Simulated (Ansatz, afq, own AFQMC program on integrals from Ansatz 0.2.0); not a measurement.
## AlH₃Br, doublet in cc-pVTZ, levels against AFQMC with the constraint released

```xyz
5

Al   -2.6091    0.0000    0.0000
H    -3.4020    1.3734    0.0000
H    -3.4020   -1.3734    0.0000
H    -0.5561    0.0000    0.0000
Br    0.9739    0.0000    0.0000
```

Connectivity, by distances: AlH2 ··· BrH.

Basis cc-pVTZ. Only valence electrons are correlated. AFQMC by an in-house program on the Cholesky factors that Ansatz 0.2.0 writes for its CCSD(T) run. ph-AFQMC/CISD is guided by a CISD state made of CCSD amplitudes; releasing the constraint for a short imaginary time cuts its bias at the price of noise, slowly where states lie close. Error bars are statistical, one sigma. No spin–orbit coupling.

Determinant: UHF, the one that the program's search chose, which needn't be the lowest solution. The geometry is a point of a scan.

No full CI on the walks' own integrals is used here. The released AFQMC energy serves as the reference, which it does only where one determinant dominates, the energy is flat over the last release times and near the phaseless one (40 meV or 2 meV an electron, half that with transition metals). On small molecules, where full CI could be run and the noise was under 10 meV, such values lay within 10 meV of it in 19 cases of 20, a flattering rate, since the rule was set on those same cases; what remains of the bias isn't in the error bar.

Cautions: no relativity below Rb; no spin-orbit coupling; inner d shell frozen; the released value is read at 2.40 1/Eh (meV from the phaseless value at times in 1/Eh: 1 ± 6 at 0.24, -8 ± 6 at 0.51, 5 ± 8 at 0.99, 9 ± 7 at 1.62, 7 ± 8 at 2.40).

The T1 diagnostic is 0.0127 and the weight of the determinant in the CISD state is 0.865. The ⟨S²⟩ of the determinant is 0.769 and the size of the correlated space is 13 electrons in 100 orbitals.

Reference: AFQMC with the constraint released, correlation energy -8.134 ± 0.008 eV.

```json
{"level": "HF", "E − E(reference) (mEh)": "298.92 ± 0.30", "share of correlation (%)": "0.00"}
{"level": "MP2", "E − E(reference) (mEh)": "47.45 ± 0.30", "share of correlation (%)": "84.13"}
{"level": "CCSD", "E − E(reference) (mEh)": "10.19 ± 0.30", "share of correlation (%)": "96.59"}
{"level": "CCSD(T)", "E − E(reference) (mEh)": "0.92 ± 0.30", "share of correlation (%)": "99.69"}
{"level": "ph-AFQMC/CISD", "E − E(reference) (mEh)": "-0.26 ± 0.36", "share of correlation (%)": "100.09"}
```

A walk keeps the symmetry of its determinant, which the program's search chose and which needn't be the lowest solution, so a lower state of the same spin and another symmetry isn't excluded. Released energies are given only where the last usable release times agree within the noise; a slower fall can still hide under it.
